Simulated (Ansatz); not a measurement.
# InH, singlet: vertical spin and charge gaps

Geometry (PBE0/def2-TZVP stationary point for this spin):

```xyz
2

In    0.0000    0.0000    0.0000
H     0.0000    0.0000    1.8498
```

Basis def2-TZVPP with its core potentials; Ansatz 0.2.0. Correlated methods freeze the noble-gas cores and the filled d shells of p-block atoms. Prefix R: restricted or restricted open-shell reference. Active spaces: valence = (4e, 5o) chosen from the atoms' valence shells. No spin–orbit coupling is included; scalar relativity enters through the core potentials alone.

Gaps are energies of the second state less the first, at fixed atoms, for a selection of the levels run; each method lands on the state that its own search finds for that charge and spin.

Triplet less singlet: 1.994 eV at full CI (singlet A1, triplet B1, in C2v).

| level | gap (eV) | error (meV) |
| --- | --- | --- |
| RCCSD | 2.003 | 9 |
| RCCSDT | 1.989 | -5 |
| NEVPT2 (valence space) | 1.941 | -53 |
| MRCISD (valence space) | 1.990 | -4 |
| MRCISD+Q (valence space) | 1.986 | -8 |
| r2SCAN | 1.906 | -88 |
| PBE0 | 2.001 | 7 |
| B3LYP | 2.175 | 181 |
| wB97M-V | 2.153 | 159 |
| RPA-PBE | 1.980 | -14 |

Removing an electron, to the doublet: 7.864 eV at full CI (singlet A1, doublet ion A1, in C2v).

| level | gap (eV) | error (meV) |
| --- | --- | --- |
| RCCSD | 7.847 | -17 |
| RCCSD(T) | 7.856 | -8 |
| CASSCF (valence space) | 7.349 | -515 |
| NEVPT2 (valence space) | 7.675 | -189 |
| MRCISD (valence space) | 7.848 | -16 |
| MRCISD+Q (valence space) | 7.866 | 2 |
| PBE | 7.947 | 83 |
| PBE0 | 7.922 | 58 |
| B2PLYP | 7.892 | 28 |
| RPA-PBE | 8.136 | 272 |

Functionals correlate the shells that the reference freezes, so part of their error here is the reference's.

Full CI is exact within this basis and frozen core; it isn't the basis-set limit.
